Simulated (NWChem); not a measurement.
Correlation energy of fluorine (F₂)

SMILES: FF
```xyz
2

F      0.0000     0.0000     0.6882
F      0.0000     0.0000    -0.6882
```
Charge 0, spin multiplicity 1.

Everything below was run with NWChem. All single points use one geometry, from PBE0/def2-SVP, a minimum by its harmonic frequencies.

Basis set: cc-pVDZ. Each correlation energy counts from its own Hartree-Fock reference.

The correlated methods keep 2 core orbitals frozen. Coupled-cluster values serve here as a point of comparison, not as the truth.

Q: One of these methods gave a correlation energy of -390.0 mHa. Which?
A. CCSD+T(CCSD)
B. RI-MP2
C. CCSD
D. SCS-MP2

A: B, RI-MP2. The others give -380.5 (SCS-MP2), -398.7 (CCSD), -407.4 (CCSD+T(CCSD)).
